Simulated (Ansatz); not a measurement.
System: C$_{4}$H$_{7}$, charge -1, multiplicity 1. It need not be the lowest isomer of its formula. Whether it binds its extra electron was not tested at this geometry. 
Coordinates optimised at B3LYP-D3(BJ)/def2-TZVP (Ansatz, a quantum-chemistry and plane-wave program):
SMILES: [CH-]=C(C)C
```xyz
11

C     -0.0176     0.0925     1.5714
C     -0.0025     0.0204     0.2247
H     -0.0196    -0.9489     1.9786
C      0.0039     1.2750    -0.6326
H     -0.0053     2.1516     0.0165
H      0.8905     1.3334    -1.2875
H     -0.8682     1.3292    -1.3069
C      0.0099    -1.2429    -0.6310
H      0.0051    -2.1339     0.0007
H     -0.8605    -1.3029    -1.3078
H      0.8955    -1.2987    -1.2884
```
Charge -1, spin multiplicity 1.

Parts of the frozen-core correlation energy in cc-pVDZ (Ansatz, hartree). Frozen orbitals: 4; correlated occupied orbitals by spin: 12 and 12; virtual: 75 and 75. No spin-orbit coupling. Non-relativistic.

| term | value |
|---|---|
| reference (HF) | -155.43547 |
| MP2 opposite-spin | [?] |
| MP2 same-spin | [?] |
| CCSD correlation | [?] |
| (T) | -0.02141 |
| T1 diagnostic | 0.012 |
| largest doubles amplitude | 0.075 |

**Question.** Complete the blanks.

**Answer.** 
- MP2 opposite-spin, value: -0.43482
- MP2 same-spin, value: -0.13326
- CCSD correlation, value: -0.61897
